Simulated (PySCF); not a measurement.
Level of theory and proton affinities: formic acid

Structure: `O=CO` (CH2O2). Optimised structure (Å), atoms numbered from 1:
```
O    -0.6915    1.1413    0.0095
C    -0.4109   -0.0210   -0.0096
O     0.8281   -0.5098   -0.0123
H    -1.1435   -0.8552   -0.0276
H     1.4333    0.2502    0.0046
```

All levels share the PBE0-D3(BJ)/def2-SVP structures and the PBE0-D3(BJ)/def2-SVP thermal terms; only the single-point energies (PySCF) change. Values are proton affinities (298 K, kJ/mol).

Measured (NIST Chemistry WebBook): proton affinity (−ΔH) 742 kJ/mol.

```csv
level,O1,O3,time
ωB97M-D3(BJ)/def2-TZVP (grid 3),743,654,22 s
B3LYP-D3(BJ)/def2-TZVP (grid 3),747,659,5.6 s
ωB97X-D3(BJ)/def2-TZVP,754,661,–
HF/def2-TZVP,771,656,1.4 s
```

Times are wall times for all single points of a level on 1 thread of Arm Neoverse V1, a shared host; the dash marks the run that also made the structures.

Hartree-Fock leaves out electron correlation, so its proton affinities can be off by tens of kJ/mol.

The widest spread is that of O1: 28 kJ/mol, from 743 to 771.
